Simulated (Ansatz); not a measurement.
Two isomers of C3H5NO: A = `C=C1NCO1`, B = `CC1=NCO1`.

Isolated molecules relaxed with PBE0-D4/def2-TZVP in Ansatz; ΔE leaves out vibrations. CCSD(T)/CBS adds triple-zeta CCSD(T) − MP2 to the extrapolated MP2 energy (def2 sets, frozen cores). Functionals use def2-TZVPP.

(1) Which is lower in electronic energy at CCSD(T)/CBS, and by how much? (An estimate is asked.)

(2) Give E(B) − E(A) in kcal/mol with CCSD/def2-TZVPP, BLYP-D4, MP2/def2-TZVPP, B2PLYP, ωB97M-V, LDA (SPW92), CCSD(T)/def2-SVP. (An estimate is asked.)

(3) Does the order hold for the free energy at 298.15 K (harmonic terms from PBE0-D4)? (Best estimate.)

Largest T1 diagnostic: 0.014.

Results:

(1) Computed: B, by 12.5 kcal/mol.

(2) Ansatz gave: CCSD/def2-TZVPP -12.3, BLYP-D4 -10.8, MP2/def2-TZVPP -13.8, B2PLYP -12.1, ωB97M-V -11.3, LDA (SPW92) -9.1, CCSD(T)/def2-SVP -14.1. None reverses the order clearly.

(3) The calculation gave: Yes: G(B) − G(A) = -13.2 kcal/mol.

At CCSD(T), def2-SVP lies −1.5 kcal/mol from the extrapolated value and def2-TZVPP −0.5 kcal/mol. From BLYP to BHLYP (50 % exact exchange), in def2-TZVPP and without D4, E(B) − E(A) moves by +1.1 kcal/mol.
